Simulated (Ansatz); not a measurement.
A geometry relaxed with Ansatz (a first-principles code) with B3LYP-D3(BJ)/def2-TZVP, charge 0, multiplicity 2:

```xyz
2

S      0.6736     0.0000     0.0000
H     -0.6736     0.0000     0.0000
```

### Question
Write the SMILES of this molecule.

### Answer
`[SH]`
